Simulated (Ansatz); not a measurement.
**How methods differ on AlHSCl (SMILES [SH][Al][Cl])**

AlHSCl: 4 atoms, total charge 0, spin state doublet. SMILES: `[SH][Al][Cl]`. Geometry: relaxed at PBE0-D4/def2-TZVP.

```xyz
4

S     0.4398    0.9849   -0.7447
Al   -0.3941   -0.5259    0.6091
Cl    0.2262   -2.5074    0.2510
H    -0.2164    1.9881   -0.1356
```

Quantity: the energy change with the S1–H4 bond stretched from 1.345 to 2.689 Å, in eV. The values are calculated.

```
          level                    kind  program  value (eV)  less FCI/STO-3G  CPU time (all runs)
  USVWN5/STO-3G                     LDA   Ansatz        4.69            +0.82                4.9 s
    UPBE/STO-3G                     GGA   Ansatz        4.29            +0.42                 12 s
U-r2SCAN/STO-3G                meta-GGA   Ansatz        4.34            +0.47                 40 s
  UBHLYP/STO-3G           global hybrid   Ansatz        4.41            +0.54                 13 s
 U-wB97X/STO-3G  range-separated hybrid   Ansatz        4.68            +0.81                 65 s
 UB2PLYP/STO-3G           double hybrid   Ansatz        4.30            +0.43                 16 s
    UMP2/STO-3G     perturbation theory   Ansatz        3.97            +0.10                1.4 s
  UCCSDT/STO-3G   coupled cluster or CI   Ansatz        3.90            +0.03                4.5 s
     FCI/STO-3G      exact in the basis   Ansatz        3.87             0.00                 24 s
```

FCI/STO-3G is exact within its basis and frozen core, so for wave-function methods in that basis the difference is their error; functionals converge differently with the basis, so for them it is only a difference. The first shape isn't each level's own minimum. The values span 3.87 to 4.69 eV. Spin contamination of the reference (⟨S²⟩ at least 0.1 too high) touches USVWN5/STO-3G, UPBE/STO-3G, U-r2SCAN/STO-3G, UBHLYP/STO-3G, U-wB97X/STO-3G, UB2PLYP/STO-3G, UMP2/STO-3G, UCCSDT/STO-3G. All rows use very small basis sets, so none should be taken for the real molecule's value. Times are those of the runs behind each value, whatever else they computed, on shared processors of several kinds: orders of magnitude only.
